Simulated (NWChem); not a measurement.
fluorine (F2); SMILES FF

```xyz
2

F      0.0000     0.0000     0.6882
F      0.0000     0.0000    -0.6882
```
Atoms are numbered in this order, from 1.

All runs: NWChem. Pople sets run with spherical d functions. Coordinates come from a PBE0/def2-SVP optimisation.

Order these by “orbital gap (eV)”, lowest first: B3LYP/6-311++G**; B3LYP/def2-TZVP; B3LYP/STO-3G.

B3LYP/6-311++G** (7.38), B3LYP/def2-TZVP (7.54), B3LYP/STO-3G (8.28)
